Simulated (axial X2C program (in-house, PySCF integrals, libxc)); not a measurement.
Bond lengths and stretching modes, held linear, of POP

Computed with an in-house all-electron X2C program for linear molecules (integrals from PySCF): two-component X2C with atomic mean-field Coulomb and Gaunt terms, Gaussian nuclei, basis P dyall-v3z, O dyall-av3z with contracted cores. Spin-free rows use the one-electron spin-free X2C Hamiltonian.

Masses P 30.974, O 15.995, P 30.974 u. States: 2c Ω = 2 (beyond evenly filled blocks: 2 × ω = -1/2, 2 × ω = 3/2); spin-free M_S = 2, Λ = 0 (beyond evenly filled blocks: 2 × π+α, 2 × π-α).

HF, 2c: energies above the lowest point

| r(P–O) (Å) | r(O–P) (Å) | E (meV) |
| --- | --- | --- |
| 1.5922 | 1.5922 | 5.10 |
| 1.5922 | 1.6330 | 0.13 |
| 1.5922 | 1.6738 | 44.49 |
| 1.6330 | 1.5922 | 0.13 |
| 1.6330 | 1.6330 | 0.00 |
| 1.6330 | 1.6738 | 48.94 |
| 1.6330 | 1.7147 | 136.79 |
| 1.6738 | 1.5922 | 44.49 |
| 1.6738 | 1.6330 | 48.94 |
| 1.6738 | 1.6738 | 102.24 |
| 1.7147 | 1.6330 | 136.79 |
| 1.7147 | 1.7147 | 290.21 |

Problem. Fit a quadratic surface with cubic terms in each bond: where is the minimum, and what are the two stretching wavenumbers?

Solution. At HF, 2c: bonds 1.614 and 1.614 Å; harmonic stretches 553.6 and 1126.6 cm⁻¹; force constants 5.17, 5.17 and coupling 0.42 mdyn/Å.

The other levels and Hamiltonians give:

```
Hamiltonian   level  r(P–O) (Å)  r(O–P) (Å)  lower stretch (cm⁻¹)  upper stretch (cm⁻¹)
         2c    PBE0       1.635       1.635                 525.4                1084.6
         2c  r2SCAN       1.640       1.640                 515.9                1067.8
         2c     MP2       1.645       1.645                 515.1                1069.5
  spin-free    PBE0       1.635       1.635                 525.5                1084.6
  spin-free      HF       1.614       1.614                 553.6                1126.7
  spin-free  r2SCAN       1.640       1.640                 516.0                1067.9
  spin-free     MP2       1.645       1.645                 515.2                1069.6
```

Each state is one determinant, the lowest of a limited PBE0 search; the stretches come from a fit to these few points and carry an uncertainty of a few per cent. Other orders of the atoms were not compared. MP2 freezes inner shells (threshold -2 hartree). The molecule was held linear; bending was not examined, so a bent shape may lie lower. Open-shell Ω = 0 determinants with evenly filled partner blocks cannot be reached by this program, so the Ω shown need not be the lowest component. Note: several unpaired electrons, one determinant need not be a pure state.
